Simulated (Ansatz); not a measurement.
A run of Ansatz (development build ahead of 0.2.0) on singlet NO2(-) at this shape:

```xyz
3

N     0.0191    0.0224   -0.4971
O    -0.0070    1.1057    0.2215
O    -0.0130   -1.0765    0.1540
```

Its results:

```json
{
  "Converged": "yes",
  "Reference energy": "-204.15700 hartree",
  "Correlation energy": "-0.69297 hartree",
  "Total energy": "-204.84996 hartree",
  "Spin squared of the determinant": "0.000",
  "Stability test": "minimum among restricted orbitals"
}
```

Forces (eV/Å):
| atom | Fx | Fy | Fz |
| --- | --- | --- | --- |
| N1 | -0.054 | 0.677 | 1.328 |
| O2 | 0.033 | -1.513 | -0.918 |
| O3 | 0.021 | 0.835 | -0.410 |

**Question.** Which input gives this output? Name the method, the orbitals and the basis set, and write the input.

**Answer.** RHF-MP2 in def2-TZVP. An unrestricted run that stays on the closed shell gives the same numbers.

```yaml
crystal:
  periodic: [false, false, false]
  atoms:
    - { symbol: "N", position_ang: [0.01907, 0.0224, -0.49707] }
    - { symbol: O, position_ang: [-0.00702, 1.10566, 0.22154] }
    - { symbol: O, position_ang: [-0.01296, -1.07646, 0.15396] }
basis:
  gaussian: { orbitals: def2-TZVP }
total_charge: -1
hamiltonian:
  xc: hf
correlation:
  method: mp2
  frozen_orbitals: { "N": 1, O: 1 }
output:
  forces: true
```

Caution: no diffuse functions for an anion.
